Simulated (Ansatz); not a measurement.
**MgHCl (SMILES [MgH][Cl]): functionals against CCSD(T) at one geometry**

Aim: energy, forces and dipole at a structure displaced at random from a GFN2-xTB minimum, from CCSD(T) and from density functionals.

Method: single points in def2-TZVPP; program: Ansatz 0.2.0, Gaussian basis.

Cores are frozen in the correlated methods. The outer core shell of Li, Na, Mg and K is correlated.

## (1) The starting structure

3 atoms, charge 0, spin multiplicity 1.

Atoms are counted from 1 here; the program's logs count them from 0.

Bond lengths: Mg1–Cl2 2.086 Å, Mg1–H3 1.672 Å. Angles: Cl2–Mg1–H3 176.5°.

Geometry (Å):

```
Mg   -0.2203   -0.0254    0.0168
Cl    1.6382   -0.3329    0.9121
H    -1.6708    0.1829   -0.7882
```

## (2) CCSD(T)/def2-TZVPP

run/in.yaml reads:

```yaml
crystal:
  periodic: [false, false, false]
  atoms:
    - {symbol: Mg, position_ang: [-0.220300, -0.025400, 0.016800]}
    - {symbol: Cl, position_ang: [1.638200, -0.332900, 0.912100]}
    - {symbol: H, position_ang: [-1.670800, 0.182900, -0.788200]}
basis:
  gaussian: {orbitals: def2-TZVPP}
correlation: {method: ccsd_t}
output: {forces: true}
```

No record of the launch command was kept for these runs.

## (3) PBE0-D4/def2-TZVPP

Changes to run/in.yaml since step 2:

```diff
@@ -8,3 +8,3 @@
   gaussian: {orbitals: def2-TZVPP}
-correlation: {method: ccsd_t}
-output: {forces: true}
+hamiltonian: {xc: pbe0, dispersion: d4}
+output: {forces: true, orbitals: {seedname: orbitals}}
```

## (4) wB97M-V/def2-TZVPP

Changes to run/in.yaml since step 3:

```diff
@@ -8,3 +8,3 @@
   gaussian: {orbitals: def2-TZVPP}
-hamiltonian: {xc: pbe0, dispersion: d4}
-output: {forces: true, orbitals: {seedname: orbitals}}
+hamiltonian: {xc: {name: wB97M-V}}
+output: {forces: true}
```

## (5) r2SCAN-D4/def2-TZVPP

Changes to run/in.yaml since step 4:

```diff
@@ -8,3 +8,3 @@
   gaussian: {orbitals: def2-TZVPP}
-hamiltonian: {xc: {name: wB97M-V}}
+hamiltonian: {xc: r2scan, dispersion: d4}
 output: {forces: true}
```

## (6) PBE-D4/def2-TZVPP

Changes to run/in.yaml since step 5:

```diff
@@ -8,3 +8,3 @@
   gaussian: {orbitals: def2-TZVPP}
-hamiltonian: {xc: r2scan, dispersion: d4}
+hamiltonian: {xc: pbe, dispersion: d4}
 output: {forces: true}
```

## (7) BHLYP-D4/def2-TZVPP

Changes to run/in.yaml since step 6:

```diff
@@ -8,3 +8,3 @@
   gaussian: {orbitals: def2-TZVPP}
-hamiltonian: {xc: pbe, dispersion: d4}
+hamiltonian: {xc: {name: BHLYP}, dispersion: d4}
 output: {forces: true}
```

## (8) SPW92/def2-TZVPP

Changes to run/in.yaml since step 7:

```diff
@@ -8,3 +8,3 @@
   gaussian: {orbitals: def2-TZVPP}
-hamiltonian: {xc: {name: BHLYP}, dispersion: d4}
+hamiltonian: {xc: lda}
 output: {forces: true}
```

(Steps that only read results are left out.)

Q: Predict the outcome of this session. Wanted: energy less free atoms, CCSD(T)/def2-TZVPP; RMS force component; RMS force error; HOMO and LUMO, PBE0-D4; T1 diagnostic.

As calculated:

| quantity | value |
| --- | --- |
| energy less free atoms, CCSD(T)/def2-TZVPP | -587.6 kJ/mol |
| RMS force component | 0.597 to 0.768 eV/Å over the methods |
| RMS force error | PBE0-D4 0.080, wB97M-V 0.033, r2SCAN-D4 0.073, PBE-D4 0.062, BHLYP-D4 0.079, SPW92 0.179 eV/Å |
| HOMO and LUMO, PBE0-D4 | -8.18 and -0.81 eV |
| T1 diagnostic | 0.006 |

In words: Against CCSD(T) the functionals' energies less atoms differ by -75.2 to -6.3 kJ/mol, PBE-D4 by -11.2 kJ/mol. CCSD(T) in triple zeta still lacks some correlation energy of the bonds, so part of these gaps is its own basis error and they don't rank the functionals. On forces the order runs from wB97M-V to SPW92. Frozen-core CCSD(T) forces in triple zeta carry basis errors of their own, and this is one geometry, so small gaps rank nothing.
